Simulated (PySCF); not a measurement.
## Where does formamide take a proton?

Parent: `NC=O` (CH3NO). Atom numbers as in the mapped SMILES `[NH2:1][CH:2]=[O:3]`.

Energies: B3LYP-D3(BJ)/def2-TZVPP (PySCF, density fitting, integration grid level 2) on PBE0-D3(BJ)/def2-SVP structures. Zero-point and thermal terms (298.15 K, 1 bar) come from unscaled PBE0-D3(BJ)/def2-SVP harmonic frequencies, with soft modes damped to free rotors in the entropy.

| site | product | PA / eV | GB / eV | gas share | above best in THF / eV |
| --- | --- | --- | --- | --- | --- |
| O3 (amide oxygen) | `NC=[OH+]` | 8.56 | 8.21 | > 99.9 % | 0.000 |
| N1 (amide nitrogen) | `[NH3+]C=O` | 7.87 | 7.56 | < 0.1 % | 0.394 |

PA is −ΔH and GB is −ΔG of B + H⁺ → BH⁺ in the gas phase. Shares are Boltzmann weights among the listed products; an error of 10 kJ/mol changes a ratio about 56-fold. Sites whose products fell apart, merged with another or lost in a GFN2-xTB screen aren't listed. Values in solvent are IEF-PCM free energies relative to the most favourable product.

Of the listed sites O3 (amide oxygen) is favoured in the gas phase, 0.66 eV ahead of N1 in free energy.

In THF the product from O3 is solvated 2.44 eV more strongly than the parent (electrostatics only).

Measured values (NIST Chemistry WebBook, evaluated or the median of agreeing entries): proton affinity (−ΔH) 822 kJ/mol (computed 826, difference 4); gas-phase basicity (−ΔG) 791 kJ/mol (computed 793, difference 1). These are compared with the most favourable site that keeps the skeleton.

Hardware: 1 thread of Arm Neoverse V1, shared with other jobs. Command: `OMP_NUM_THREADS=1 python redox_run.py task.json out`. The single points of this level: 13 s.

Differences come from unrounded values, so a last digit can differ from that of the printed terms.
